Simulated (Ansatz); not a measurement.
Process, species as SMILES: C#N (CH-N) → [NH+]#[C-] (C-NH)
B3LYP-D3(BJ)/def2-TZVP geometries, fixed; electronic energies without zero-point terms.

Basis-set convergence of the isomerisation energy at CCSD(T) with Ansatz (an electronic-structure program). Cartesian d functions, on some or all atoms, in 6-31G*, 6-31+G*; all else is spherical. Cores are frozen. No added dispersion term, no relativity. Functions are those of the species that has most. Reference: Hartree-Fock in aug-cc-pVQZ plus the correlation part extrapolated as X^-3 from aug-cc-pVTZ and aug-cc-pVQZ, 14.76 kcal/mol, itself unsure by roughly 0.04 kcal/mol (a third of the extrapolation step and of the last Hartree-Fock step). Deviations are taken from unrounded values.

| basis | functions | isomerisation energy (kcal/mol) |
|---|---|---|
| 6-31G* | 32 | 17.60 |
| 6-31+G* | 40 | 15.63 |
| cc-pVDZ | 33 | 15.57 |
| aug-cc-pVDZ | 55 | 14.32 |
| def2-SVP | 33 | 14.80 |
| def2-SVPD | 48 | 14.42 |
| pcseg-1 | 33 | 14.87 |
| aug-pcseg-1 | 55 | 15.33 |
| 6-311G** | 42 | 15.48 |
| 6-311+G** | 50 | 15.16 |
| def2-TZVP | 68 | 15.40 |
| def2-TZVPD | 83 | 15.20 |
| cc-pVTZ | 74 | 14.83 |
| aug-cc-pVTZ | 115 | 14.75 |
| pcseg-2 | 74 | 15.06 |
| aug-pcseg-2 | 115 | 14.93 |
| def2-TZVPP | 76 | 14.76 |
| def2-TZVPPD | 91 | 14.74 |
| cc-pVQZ | 140 | 14.77 |
| aug-cc-pVQZ | 206 | 14.72 |
| def2-QZVPP | 144 | 14.73 |
| def2-QZVPPD | 159 | 14.70 |
| pcseg-3 | 153 | 14.84 |
| aug-pcseg-3 | 219 | 14.83 |

What the diffuse functions change, pair by pair:
- 6-31G* to 6-31+G*: 8 more functions, deviation 2.84 to 0.87 kcal/mol
- cc-pVDZ to aug-cc-pVDZ: 22 more functions, deviation 0.81 to -0.44 kcal/mol
- def2-SVP to def2-SVPD: 15 more functions, deviation 0.04 to -0.33 kcal/mol
- pcseg-1 to aug-pcseg-1: 22 more functions, deviation 0.11 to 0.57 kcal/mol
- 6-311G** to 6-311+G**: 8 more functions, deviation 0.73 to 0.40 kcal/mol
- def2-TZVP to def2-TZVPD: 15 more functions, deviation 0.64 to 0.44 kcal/mol
- cc-pVTZ to aug-cc-pVTZ: 41 more functions, deviation 0.07 to -0.01 kcal/mol
- pcseg-2 to aug-pcseg-2: 41 more functions, deviation 0.30 to 0.17 kcal/mol
- def2-TZVPP to def2-TZVPPD: 15 more functions, deviation 0.01 to -0.02 kcal/mol
- cc-pVQZ to aug-cc-pVQZ: 66 more functions, deviation 0.01 to -0.04 kcal/mol
- def2-QZVPP to def2-QZVPPD: 15 more functions, deviation -0.03 to -0.06 kcal/mol
- pcseg-3 to aug-pcseg-3: 66 more functions, deviation 0.08 to 0.07 kcal/mol

Leaving out the reference's own pair, they bring the value nearer the reference by more than 0.04 kcal/mol in 6 of 11 pairs.
